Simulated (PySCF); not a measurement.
A structure optimised at PBE-D3(BJ)/def2-TZVP, used in a PySCF frequency run:

```xyz
10

C      0.0203     0.2231     1.2109
N     -0.1498    -0.5680     0.0000
C      0.0203     0.2231    -1.2109
H      0.9825     0.7793     1.2607
H     -0.7906     0.9656     1.2777
H     -0.0499    -0.4268     2.0944
H      0.5211    -1.3377     0.0000
H      0.9825     0.7793    -1.2607
H     -0.0499    -0.4268    -2.0944
H     -0.7906     0.9656    -1.2777
```

Write its SMILES, formula and point group.

CNC, C2H7N, Cs

What are its rotational constants (standard atomic weights)?

34.267, 9.3064, 8.2080 GHz
